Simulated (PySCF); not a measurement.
ammonia (H3N), SMILES N. Atoms are numbered in the order given.

```xyz
4

N      0.0000     0.0000     0.1137
H     -0.8137    -0.4698    -0.2653
H      0.0000     0.9396    -0.2653
H      0.8137    -0.4698    -0.2653
```

The structure is a stationary point at PBE0-D3(BJ)/def2-TZVPD.

Two levels are set side by side: PBE/pcJ-2 (PySCF) and B3LYP/pcJ-2 (PySCF). One-bond couplings, all four terms, same geometry. Isotopes: 14N, 1H. Differences are taken from unrounded values.

```json
[
 {"quantity": "¹J(N1,H2) (Hz)", "PBE": "40.7"},
 {"quantity": "¹J(N1,H3) (Hz)", "PBE": "40.7"},
 {"quantity": "¹J(N1,H4) (Hz)", "PBE": "40.7"}
]
```

Problem. These are the PBE values. What does B3LYP give? (An estimate is asked for; the answer gives what the named calculation found.)

Solution. 
```csv
quantity,B3LYP,PBE minus B3LYP
"¹J(N1,H2) (Hz)",45.3,-4.6
"¹J(N1,H3) (Hz)",45.3,-4.6
"¹J(N1,H4) (Hz)",45.3,-4.6
```

Rough cost on one machine, each run with all the roots and properties that it gave: B3LYP against PBE about 2 times.
